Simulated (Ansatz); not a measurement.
C₂H₆S, SMILES CSC.

The structure is a stationary point at PBE0-D3(BJ)/def2-TZVP.

Two levels are set side by side: PBE/def2-SVPD (Ansatz, a program for electronic structure) and CAM-B3LYP/def2-SVPD (Ansatz). Energy differences of separate SCF runs at the same geometry; the states with an electron removed or added have multiplicity 2 and 2. Differences are taken from unrounded values.

```json
[
 {"quantity": "vertical ionisation energy (eV)", "PBE": "8.54"},
 {"quantity": "vertical singlet–triplet gap (eV)", "PBE": "4.89"}
]
```

Question: These are the PBE values. What does CAM-B3LYP give? (Estimate from the structure and the level; the computed values follow.)

Answer: 
```csv
quantity,CAM-B3LYP,PBE minus CAM-B3LYP
vertical ionisation energy (eV),8.70,-0.16
vertical singlet–triplet gap (eV),5.22,-0.32
```
